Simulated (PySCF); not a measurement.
N₂.
SMILES: `N#N`

The closed-shell ground state was solved at several levels (PySCF, density fitting, gas phase, non-relativistic). Geometry: PBE0-D3(BJ)/def2-SVP; no solvent, vibrations or thermal averaging. The dipole stays under 0.02 D at every level.

| level | basis functions | total energy (Eh) | HOMO (eV) | LUMO (eV) | gap (eV) |
| --- | --- | --- | --- | --- | --- |
| PBE0/def2-SVPD | 40 | -109.3195 | -12.19 | -0.53 | 11.66 |
| LC-wPBE/def2-SVPD | 40 | -109.3711 | -15.26 | 2.16 | 17.42 |
| PBE0/def2-TZVP | 62 | -109.4461 | -12.17 | -0.52 | 11.65 |
| PBE/pcJ-1 | 54 | -109.4063 | -9.95 | -1.70 | 8.25 |
| HF/pcJ-1 | 54 | -108.9347 | -16.69 | 4.42 | 21.11 |
| B3LYP/6-31G-J | 24 | -109.4900 | -11.54 | -0.89 | 10.65 |
| PBE0/pcJ-1 | 54 | -109.3987 | -11.99 | -0.38 | 11.61 |
| wB97X-D/def2-SVPD | 40 | -109.4036 | -14.27 | 1.42 | 15.69 |
| PBE0/6-31G | 18 | -109.3438 | -11.85 | -0.56 | 11.29 |

(1) Estimate the row for BLYP/pcSseg-2, a basis of 72 functions; the other rows only guide the guess.

(2) Over all these levels, which gives the widest orbital gap and which the narrowest?

(3) How much does the basis alone move the frontier levels among the 4 PBE0 rows?

Results:

(1) Total energy -109.5618 Eh, HOMO -10.23 eV, LUMO -1.88 eV, gap 8.35 eV.

(2) HF/pcJ-1 (Hartree–Fock, all exact exchange) has the widest, 21.11 eV, and PBE/pcJ-1 (GGA) the narrowest, 8.25 eV. The two share the basis. From the narrowest to the widest the HOMO moves by -6.74 eV and the LUMO by +6.12 eV. The HOMO need not be the same orbital at Hartree–Fock and at DFT levels.

(3) The HOMO by 0.34 eV and the LUMO by 0.18 eV. By rising basis size (HOMO, LUMO in eV): 6-31G -11.85, -0.56; def2-SVPD -12.19, -0.53; pcJ-1 -11.99, -0.38; def2-TZVP -12.17, -0.52.

Note: wB97X-D ran without an empirical dispersion term, which enters the total energy and its gradient alone.
